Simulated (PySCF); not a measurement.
# triplet C2F2: levels of theory compared

Wanted: a comparison of 6 runs (UB3LYP/6-31G*, U-revPBE/cc-pVTZ, U-wB97M-V/cc-pVTZ, UPBE/cc-pVTZ, USVWN5/cc-pVTZ, UTPSS/cc-pVTZ) of triplet C2F2. Input form: a Python script.

The calculation is run with PySCF 2.14.0.

3 further runs of the same task are left out: 3 set aside as unsound or not needed.

## Step 1: Starting point

C2F2: 4 atoms, total charge 0, spin state triplet. SMILES of the parent species: `FC#CF`. The coordinates come from a PBE0-D4/def2-TZVP relaxation. That shape belongs to the parent species and isn't relaxed for this state.

Bond lengths: F1–C2 1.277 Å, C2–C3 1.184 Å, C3–F4 1.277 Å. Angles: F1–C2–C3 180.0°, C2–C3–F4 180.0°.

## Step 2: A single-point energy at UB3LYP/6-31G(d) (spherical functions) (run 1)

File calc.py:

```python
from pyscf import gto, dft

mol = gto.M(
    atom='''
F     -0.136400     0.128000     1.852800
C     -0.033700     0.030200     0.583200
C      0.061400    -0.060400    -0.593400
F      0.164100    -0.158200    -1.863000
''',
    basis='6-31g*',
    spin=2,
    verbose=4,
    max_memory=1860,
    charge=0,
)

ks = dft.UKS(mol)
ks.xc = 'b3lyp'
ks.grids.level = 5
ks.conv_tol = 1e-10
ks.kernel()
if not ks.converged:
    ks = ks.newton().run(ks.mo_coeff, ks.mo_occ)

etot = ks.e_tot
print('E = %.10f Eh' % etot)
```

Run with:

```console
OMP_NUM_THREADS=1 python calc.py
```

Log:

```text
PySCF version 2.14.0

[INPUT] num. atoms = 4
[INPUT] num. electrons = 30
[INPUT] charge = 0
[INPUT] spin (= nelec alpha-beta = 2S) = 2
[INPUT] symmetry False subgroup None
[INPUT] Mole.unit = angstrom
[INPUT] Symbol           X                Y                Z      unit          X                Y                Z       unit  Magmom
[INPUT]  1 F     -0.136400000000   0.128000000000   1.852800000000 AA   -0.257758643391   0.241884943944   3.501284563594 Bohr   0.0
[INPUT]  2 C     -0.033700000000   0.030200000000   0.583200000000 AA   -0.063683770398   0.057069728962   1.102088275846 Bohr   0.0
[INPUT]  3 C      0.061400000000  -0.060400000000  -0.593400000000 AA    0.116029184048  -0.114139457924  -1.121363482317 Bohr   0.0
[INPUT]  4 F      0.164100000000  -0.158200000000  -1.863000000000 AA    0.310104057041  -0.298954672906  -3.520559770065 Bohr   0.0

nuclear repulsion = 95.5109969970658
number of shells = 24
number of NR pGTOs = 108
number of NR cGTOs = 56
basis = 6-31g*
ecp = {}

[... 33 lines left out ...]
[... the frontier-level lines of each cycle are left out ...]
[... 1 line left out ...]
[... 5 lines left out ...]
[... 5 lines left out ...]
[... 5 lines left out ...]
[... 5 lines left out ...]
[... 5 lines left out ...]

cycle= 6 E= -275.494169380271  delta_E= -3.15e-06  |g|= 0.00028  |ddm|= 0.0107


cycle= 7 E= -275.494169438872  delta_E= -5.86e-08  |g|= 6.91e-05  |ddm|= 0.00138


cycle= 8 E= -275.494169441632  delta_E= -2.76e-09  |g|= 5.39e-06  |ddm|= 0.000315


cycle= 9 E= -275.49416944167  delta_E= -3.84e-11  |g|= 1.32e-06  |ddm|= 1.55e-05


Extra cycle  E= -275.494169441671  delta_E= -5.68e-13  |g|= 1.4e-06  |ddm|= 3.26e-06
converged SCF energy = -275.494169441671  <S^2> = 2.0025981  2S+1 = 3.0017316
E = -275.4941694417 Eh
```

It took 9 s on 1 thread of Arm Neoverse V2, shared host; peak memory 0.31 GiB.

## Step 3: The energy at U-revPBE/cc-pVTZ (run 2)

File input.py:

```python
from pyscf import gto, dft

system = gto.M(
    atom='F -0.136400 0.128000 1.852800; C -0.033700 0.030200 0.583200; C 0.061400 -0.060400 -0.593400; F 0.164100 -0.158200 -1.863000',
    spin=2,
    verbose=4,
    charge=0,
    basis='cc-pvtz',
    max_memory=1860,
)

myscf = dft.UKS(system, xc='revpbe')
myscf.grids.level = 5
myscf.conv_tol = 1e-10
myscf.kernel()
if not myscf.converged:
    myscf = myscf.newton().run(myscf.mo_coeff, myscf.mo_occ)

energy = myscf.e_tot
print('E = %.10f Eh' % energy)
```

Run with:

```console
OMP_NUM_THREADS=1 python input.py
```

Log:

```text
PySCF version 2.14.0

[INPUT] num. atoms = 4
[INPUT] num. electrons = 30
[INPUT] charge = 0
[INPUT] spin (= nelec alpha-beta = 2S) = 2
[INPUT] symmetry False subgroup None
[INPUT] Mole.unit = angstrom
[INPUT] Symbol           X                Y                Z      unit          X                Y                Z       unit  Magmom
[INPUT]  1 F     -0.136400000000   0.128000000000   1.852800000000 AA   -0.257758643391   0.241884943944   3.501284563594 Bohr   0.0
[INPUT]  2 C     -0.033700000000   0.030200000000   0.583200000000 AA   -0.063683770398   0.057069728962   1.102088275846 Bohr   0.0
[INPUT]  3 C      0.061400000000  -0.060400000000  -0.593400000000 AA    0.116029184048  -0.114139457924  -1.121363482317 Bohr   0.0
[INPUT]  4 F      0.164100000000  -0.158200000000  -1.863000000000 AA    0.310104057041  -0.298954672906  -3.520559770065 Bohr   0.0

nuclear repulsion = 95.5109969970658
number of shells = 36
number of NR pGTOs = 168
number of NR cGTOs = 120
basis = cc-pvtz
ecp = {}

[... 35 lines left out ...]
[... the frontier-level lines of each cycle are left out ...]
[... 1 line left out ...]
[... 5 lines left out ...]
[... 5 lines left out ...]
[... 5 lines left out ...]
[... 5 lines left out ...]
[... 5 lines left out ...]
[... 5 lines left out ...]

cycle= 7 E= -275.550969196886  delta_E= -1.02e-07  |g|= 0.00014  |ddm|= 0.00109


cycle= 8 E= -275.550969203718  delta_E= -6.83e-09  |g|= 1.93e-05  |ddm|= 0.000154


cycle= 9 E= -275.550969203874  delta_E= -1.56e-10  |g|= 3.01e-06  |ddm|= 4.07e-05


cycle= 10 E= -275.550969203877  delta_E= -3.3e-12  |g|= 5.14e-07  |ddm|= 8.78e-06


Extra cycle  E= -275.550969203878  delta_E= -1.14e-12  |g|= 1.25e-06  |ddm|= 2.03e-06
converged SCF energy = -275.550969203878  <S^2> = 2.0029456  2S+1 = 3.0019631
E = -275.5509692039 Eh
```

It took 24 s on 1 thread of Arm Neoverse V2, shared host; peak memory 0.66 GiB.

Runs 3 to 5 aren't shown in full; the table further down has their settings and results.

## Step 4: The energy at UTPSS/cc-pVTZ (run 6)

File input.py:

```python
from pyscf import gto, dft

mol = gto.M(
    atom='F -0.136400 0.128000 1.852800; C -0.033700 0.030200 0.583200; C 0.061400 -0.060400 -0.593400; F 0.164100 -0.158200 -1.863000',
    basis='cc-pvtz',
    spin=2,
    verbose=3,
    max_memory=1860,
)

mf = dft.UKS(mol)
mf.xc = 'tpss'
mf.conv_tol = 1e-10
mf.grids.level = 5
mf.kernel()
if not mf.converged:
    mf = mf.newton().run(mf.mo_coeff, mf.mo_occ)

etot = mf.e_tot
print('E = %.10f Eh' % etot)
```

Run with:

```console
OMP_NUM_THREADS=1 python input.py
```

Log:

```text
WARN: HOMO -0.0265076650833151 >= LUMO -0.297447377863386

WARN: HOMO -0.0218882209759848 >= LUMO -0.214231987353511

WARN: HOMO -0.0327704202306371 >= LUMO -0.220271453284713

WARN: HOMO -0.0426906867780907 >= LUMO -0.235727236537258

WARN: HOMO -0.0379250993985529 >= LUMO -0.22834398065757

WARN: HOMO -0.0391464173284071 >= LUMO -0.228865561513974

WARN: HOMO -0.039174786742997 >= LUMO -0.228813939872126

WARN: HOMO -0.0391753952124603 >= LUMO -0.228803965376883

WARN: HOMO -0.0391757926543193 >= LUMO -0.228803978385248

WARN: HOMO -0.0391757551603789 >= LUMO -0.22880387553624

WARN: HOMO -0.0391757976610734 >= LUMO -0.228803925345012

converged SCF energy = -275.659190147072  <S^2> = 2.0038244  2S+1 = 3.0025485
E = -275.6591901471 Eh
```

Run time: 65 s. Hardware: 1 thread of Arm Neoverse V2, shared host; peak memory 0.72 GiB.

## Step 5: The series

```csv
run,level,nlc grid,energy (Eh),dipole moment (D),HOMO energy (eV),⟨S²⟩,wall time
1,UB3LYP/6-31G* (spherical functions),–,-275.494169,0.00,-1.19,2.003,9 s
2,U-revPBE/cc-pVTZ,–,-275.550969,0.00,-0.98,2.003,24 s
3,U-wB97M-V/cc-pVTZ,1,-275.538274,0.00,-3.86,2.003,97 s
4,UPBE/cc-pVTZ,–,-275.356702,0.00,-1.05,2.003,25 s
5,USVWN5/cc-pVTZ,–,-273.685176,0.00,-1.12,2.001,19 s
6,UTPSS/cc-pVTZ,–,-275.659190,0.00,-1.07,2.004,65 s
```

## Step 6: What came out

| quantity | value |
| --- | --- |
| run 6: total energy | -275.65919 Eh |
| run 6: dipole moment | 0.00 D |
| run 6: HOMO energy (highest over α and β) | -1.07 eV |
| run 6: ⟨S²⟩ | 2.004 |

Totals of different functionals can't be ranked against each other. All runs together took 4 min, the longest 97 s.
